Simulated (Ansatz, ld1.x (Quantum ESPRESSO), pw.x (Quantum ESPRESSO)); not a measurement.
pw.x on sc Si: one setting changed

Potential: norm-conserving Troullier–Martins (Kleinman–Bylander form), ld1.x (Quantum ESPRESSO) 7.5, LDA (PW92); core [Ne], reference 3s2 3p2; waves: 3s (bound): rc 1.55 bohr; 3d channel at 0.15 Ry: rc 1.65 bohr; 3p (bound): rc 1.95 bohr; local part: the p channel; core correction: a·sin(br)/r model core, default radius (core density twice the valence density).

The reference run (k-mesh 13³, cutoffs 50/200 Ry, Fermi–Dirac 0.01 Ry, mixing_beta 0.4, conv_thr 1e-9, no spin) gives -0.03 GPa at 15.704 Å³/atom, where all-electron LAPW gives 0.11 GPa. This run, with its own iteration cap, changes smearing to mv.

```
&control
  calculation='scf', prefix='x', pseudo_dir='./', outdir='./tmp', tstress=.true., disk_io='none'
/
&system
  ibrav=0, nat=1, ntyp=1, ecutwfc=50, ecutrho=200, nbnd=9,
  occupations='smearing', smearing='mv', degauss=0.01
/
&electrons
  conv_thr=1e-09, mixing_beta=0.4, electron_maxstep=70
/
ATOMIC_SPECIES
Si 1.0 Si.UPF
CELL_PARAMETERS angstrom
  2.50420625 0.00000000 0.00000000
  0.00000000 2.50420625 0.00000000
  0.00000000 0.00000000 2.50420625
ATOMIC_POSITIONS crystal
Si 0.0000 0.0000 0.0000
K_POINTS automatic
13 13 13 0 0 0
```

```bash
pw.x < Si.scf.in > Si.scf.out
```

Question: How does the run end?

Answer: It converges in 5 iterations; the free energy moves by +12.5 meV/atom and the pressure by +0.03 GPa. This scheme is built to cancel the term in the square of the width that Fermi–Dirac smearing leaves in the F of a metal.

```
Message from routine setup:
     using ibrav=0 with symmetry is DISCOURAGED, use correct ibrav instead
     lattice parameter (alat)  =       4.7323  a.u.
     unit-cell volume          =     105.9758 (a.u.)^3
     number of electrons       =         4.00
     number of Kohn-Sham states=            9
     kinetic-energy cutoff     =      50.0000  Ry
     charge density cutoff     =     200.0000  Ry
     scf convergence threshold =      1.0E-09
     Exchange-correlation= PW
     number of k points=    84  Marzari-Vanderbilt smearing, width (Ry)=  0.0100
     iteration #  1     ecut=    50.00 Ry     beta= 0.40
     total energy              =      -9.67178771 Ry
     estimated scf accuracy    <       0.00370269 Ry
     iteration #  2     ecut=    50.00 Ry     beta= 0.40
     total energy              =      -9.67162611 Ry
     estimated scf accuracy    <       0.00130898 Ry
     iteration #  3     ecut=    50.00 Ry     beta= 0.40
     total energy              =      -9.67163667 Ry
     estimated scf accuracy    <       0.00000222 Ry
     iteration #  4     ecut=    50.00 Ry     beta= 0.40
     total energy              =      -9.67163704 Ry
     estimated scf accuracy    <          5.0E-09 Ry
     iteration #  5     ecut=    50.00 Ry     beta= 0.40
     the Fermi energy is     9.0284 ev
!    total energy              =      -9.67163705 Ry
     estimated scf accuracy    <          2.2E-10 Ry
     smearing contrib. (-TS)   =       0.00005500 Ry
     The total energy is F=E-TS. E is the sum of the following terms:
     one-electron contribution =       4.16508251 Ry
     hartree contribution      =       0.12899453 Ry
     xc contribution           =      -4.37273703 Ry
     ewald contribution        =      -9.59303206 Ry
     convergence has been achieved in   5 iterations
          total   stress  (Ry/bohr**3)                   (kbar)     P=        0.05
     Message from routine punch:
     Nothing written, as per user request (disk_io='none')
```

The run took about 3.9 s on one core of a shared host (Neoverse-V2, 96 threads, 742 GiB, load 75).
